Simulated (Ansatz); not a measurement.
Solid bromine, treated with LDA (Ansatz, a quantum-chemistry and plane-wave program, plane waves, PAW).

Settings: plane-wave cutoff 520 eV, 6×6×4 k mesh (along the axes of the cell as run), perturbation theory, scalar-relativistic PAW data made under PBE.

Cell (measured lattice):

```yaml
crystal:
  lattice:
    - [3.37150, -2.33425, 0.00000]
    - [3.37150, 2.33425, 0.00000]
    - [0.00000, 0.00000, 8.70020]
  atoms:
    - { symbol: Br, position: [0.12240, 0.87760, 0.88192] }
    - { symbol: Br, position: [0.37760, 0.62240, 0.38192] }
    - { symbol: Br, position: [0.62240, 0.37760, 0.61808] }
    - { symbol: Br, position: [0.87760, 0.12240, 0.11808] }
```

**Question.** Predict the high-frequency dielectric constant (mean over three axes).

**Answer.** 
* **high-frequency dielectric constant (mean over three axes)**: 6.02

Note: the run finds an imaginary mode (62i cm⁻¹), so the cell is a saddle point at this level; the cell isn't this level's own, so it is under some stress, which shifts stiffness and frequencies.

The result took about 6 core-minutes (a rough figure).
